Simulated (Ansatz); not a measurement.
## A relaxation, step by step

SiH₄ClF, closed shell, PBE0-D4/def2-TZVP (Ansatz 0.2.0). Settings:

```yaml
hamiltonian: {xc: pbe0, dispersion: d4}
relax: {f_tol: 0.005, max_steps: 200}
```

Start, a step off a saddle point along its unstable mode:

Si1  (-0.236, -0.256, -0.395)
F2  (0.568, 0.440, 1.498)
H3  (-0.310, -0.371, -1.817)
H4  (-0.129, -1.606, 0.244)
Cl5  (-2.000, 0.701, 0.102)
H6  (0.994, 0.575, 0.842)
H7  (1.113, 0.517, -0.474)
(Å)

```
               step  energy less the last (meV)  largest force component (eV/Å)
                  1                      1966.0                          12.706
                  3                       425.9                           1.481
                  5                       155.4                           0.361
                  7                       130.0                           0.191
                  9                       127.1                           0.068
11 (rejected trial)                       126.8                           0.392
                 13                       124.5                           0.022
                 15                       123.5                           0.103
                 17                       121.5                           0.405
                 19                       107.2                           0.214
                 21                        97.2                           0.390
                 23                        72.8                           0.939
                 25                        15.7                           0.323
                 27                         2.9                           0.155
                 29                         0.7                           0.009
                 31                         0.4                           0.008
                 33                         0.2                           0.062
                 35                         0.0                           0.008
                 36                         0.0                           0.000
```

Step 13, positions (Å) and forces (eV/Å):

```
atom       x       y       z      Fx      Fy      Fz
 Si1  -0.355  -0.376  -0.780  -0.022   0.011  -0.017
  F2   1.071   0.502   2.245   0.004  -0.015   0.016
  H3  -0.536  -0.639  -2.226   0.006  -0.004   0.006
  H4  -0.263  -1.635  -0.013   0.002  -0.001   0.001
 Cl5  -1.953   0.719  -0.108   0.015  -0.004   0.004
  H6   1.162   0.988   1.467  -0.007   0.019  -0.013
  H7   0.872   0.441  -0.585   0.002  -0.006   0.003
```

Step 29, positions (Å) and forces (eV/Å):

```
atom       x       y       z      Fx      Fy      Fz
 Si1  -0.202  -0.434  -0.872   0.001   0.002   0.006
  F2   1.114   0.712   2.189  -0.009   0.001  -0.006
  H3  -0.891  -0.615  -2.168  -0.002   0.000   0.001
  H4  -0.168  -1.695  -0.102   0.002   0.000   0.000
 Cl5  -1.317   0.939   0.216   0.009   0.001   0.005
  H6   0.313   0.962   1.791  -0.002  -0.003  -0.001
  H7   1.151   0.131  -1.055   0.001  -0.001  -0.004
```

Step 33, positions (Å) and forces (eV/Å):

```json
{"atom": "Si1", "x": "-0.189", "y": "-0.413", "z": "-0.874", "Fx": "0.012", "Fy": "-0.018", "Fz": "-0.003"}
{"atom": "F2", "x": "1.071", "y": "0.631", "z": "2.200", "Fx": "-0.062", "Fy": "0.020", "Fz": "-0.027"}
{"atom": "H3", "x": "-0.927", "y": "-0.675", "z": "-2.130", "Fx": "0.014", "Fy": "0.008", "Fz": "0.029"}
{"atom": "H4", "x": "-0.104", "y": "-1.629", "z": "-0.035", "Fx": "-0.006", "Fy": "0.031", "Fz": "-0.021"}
{"atom": "Cl5", "x": "-1.280", "y": "1.007", "z": "0.179", "Fx": "0.003", "Fy": "-0.011", "Fz": "-0.004"}
{"atom": "H6", "x": "0.281", "y": "0.919", "z": "1.804", "Fx": "0.061", "Fy": "-0.019", "Fz": "0.024"}
{"atom": "H7", "x": "1.148", "y": "0.159", "z": "-1.144", "Fx": "-0.022", "Fy": "-0.010", "Fz": "0.001"}
```

Last step (36):

```xyz
7
angstrom
Si -0.1884 -0.4145 -0.8739
F 1.0680 0.6348 2.2063
H -0.9267 -0.6707 -2.1298
H -0.1063 -1.6321 -0.0411
Cl -1.2796 1.0016 0.1826
H 0.2854 0.9246 1.7989
H 1.1476 0.1562 -1.1429
```

Hardware: 2 CPU threads of an Arm Neoverse V1, shared host. Wall time about 70 s.
